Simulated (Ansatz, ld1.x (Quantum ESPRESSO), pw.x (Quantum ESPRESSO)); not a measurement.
**pw.x on bcc Al: one setting changed**

Potential: norm-conserving Troullier–Martins (Kleinman–Bylander form), ld1.x (Quantum ESPRESSO) 7.5, LDA (PW92); core [Ne], reference 3s2 3p1; waves: 3s (bound): rc 1.95 bohr; 3p (bound): rc 2.55 bohr; 3d channel at -0.1 Ry: rc 2.15 bohr; local part: all-electron potential smoothed inside 1.50 bohr (lloc = -2); core correction: a·sin(br)/r model core inside 1.70 bohr.

The reference run (k-mesh 14³, cutoffs 50/200 Ry, Fermi–Dirac 0.01 Ry, mixing_beta 0.4, conv_thr 1e-9, no spin) gives -0.72 GPa at 16.222 Å³/atom, where all-electron LAPW gives 0.10 GPa. This run, with its own iteration cap, changes degauss to 0.005.

```
&control
  calculation='scf', prefix='x', pseudo_dir='./', outdir='./tmp', tstress=.true., disk_io='none'
/
&system
  ibrav=0, nat=1, ntyp=1, ecutwfc=50, ecutrho=200, nbnd=8,
  occupations='smearing', smearing='fd', degauss=0.005
/
&electrons
  conv_thr=1e-09, mixing_beta=0.4, electron_maxstep=60
/
ATOMIC_SPECIES
Al 1.0 Al.UPF
CELL_PARAMETERS angstrom
  -1.59470909 1.59470909 1.59470909
  1.59470909 -1.59470909 1.59470909
  1.59470909 1.59470909 -1.59470909
ATOMIC_POSITIONS crystal
Al 0.0000 0.0000 0.0000
K_POINTS automatic
14 14 14 0 0 0
```

```bash
pw.x < Al.scf.in > Al.scf.out
```

How does the run end?

It converges in 6 iterations; the free energy moves by +8.8 meV/atom and the pressure by +0.02 GPa. In a metal, with Fermi–Dirac smearing, F lies below its zero-width value by a term in the square of the width.

```
Message from routine setup:
     using ibrav=0 with symmetry is DISCOURAGED, use correct ibrav instead
     lattice parameter (alat)  =       5.2196  a.u.
     unit-cell volume          =     109.4715 (a.u.)^3
     number of electrons       =         3.00
     number of Kohn-Sham states=            8
     kinetic-energy cutoff     =      50.0000  Ry
     charge density cutoff     =     200.0000  Ry
     scf convergence threshold =      1.0E-09
     Exchange-correlation= PW
     number of k points=   104  Fermi-Dirac smearing, width (Ry)=  0.0050
     iteration #  1     ecut=    50.00 Ry     beta= 0.40
     total energy              =      -4.43407236 Ry
     estimated scf accuracy    <       0.00551003 Ry
     iteration #  2     ecut=    50.00 Ry     beta= 0.40
     total energy              =      -4.43340217 Ry
     estimated scf accuracy    <       0.00174190 Ry
     iteration #  3     ecut=    50.00 Ry     beta= 0.40
     total energy              =      -4.43345992 Ry
     estimated scf accuracy    <       0.00000131 Ry
     iteration #  4     ecut=    50.00 Ry     beta= 0.40
     total energy              =      -4.43346042 Ry
     estimated scf accuracy    <       0.00000002 Ry
     iteration #  5     ecut=    50.00 Ry     beta= 0.40
     total energy              =      -4.43346042 Ry
     estimated scf accuracy    <          3.0E-09 Ry
     iteration #  6     ecut=    50.00 Ry     beta= 0.40
     the Fermi energy is     7.8980 ev
!    total energy              =      -4.43346042 Ry
     estimated scf accuracy    <          2.8E-11 Ry
     smearing contrib. (-TS)   =      -0.00045657 Ry
     The total energy is F=E-TS. E is the sum of the following terms:
     one-electron contribution =       2.91166312 Ry
     hartree contribution      =       0.00497314 Ry
     xc contribution           =      -1.91535907 Ry
     ewald contribution        =      -5.43428105 Ry
     convergence has been achieved in   6 iterations
          total   stress  (Ry/bohr**3)                   (kbar)     P=       -7.02
     Message from routine punch:
     Nothing written, as per user request (disk_io='none')
```

The run took about 5.2 s on one core of a shared host (Intel(R) Xeon(R) Platinum 8375C CPU @ 2.90GHz, 96 threads, 744 GiB, load 47).
